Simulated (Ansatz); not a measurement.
Species: CHN, charge 0, triplet. This triplet is an excited state, 4.7 eV above the singlet at CCSD(T)/cc-pV5Z (Ansatz, a quantum-chemistry and plane-wave program). CHN (parent SMILES [NH+]#[C-], triplet).
B3LYP-D3(BJ)/def2-TZVP minimum from Ansatz:
```xyz
3

C      0.6912    -0.0186    -0.2910
N     -0.4197     0.0623     0.2877
H     -1.2095    -0.3247    -0.2675
```
Charge 0, spin multiplicity 3.

Total energies in aug-cc-pVDZ, 10 correlated electrons, 2 frozen orbitals. Open shells are spin-unrestricted; no spin-orbit coupling. Correlated methods leave the cores frozen. No relativity. The UHF reference of CHN (parent SMILES [C-]#[NH+], triplet) is spin-contaminated (<S^2> up to 0.31 over the pure value in the sets run). The spin of CHN (parent SMILES [C-]#[NH+], triplet) was assumed, and the state is the lowest solution found for it.

```json
[
 {"method": "HF", "program": "Ansatz", "energy (Eh)": "-92.73970", "minus CCSDT(Q) (mEh)": "280.22"},
 {"method": "MP2", "program": "Ansatz", "energy (Eh)": "-92.96922", "minus CCSDT(Q) (mEh)": "50.69"},
 {"method": "CCSD", "program": "Ansatz", "energy (Eh)": "-93.00525", "minus CCSDT(Q) (mEh)": "14.66"},
 {"method": "CCSD(T)", "program": "Ansatz", "energy (Eh)": "-93.01667", "minus CCSDT(Q) (mEh)": "3.25"},
 {"method": "CCSDT(Q)", "program": "Ansatz", "energy (Eh)": "-93.01991", "minus CCSDT(Q) (mEh)": "0.00"}
]
```

Rough core times of Ansatz's runs on a shared machine: CCSD(T) under 20 s, CCSDT(Q) 50 s.
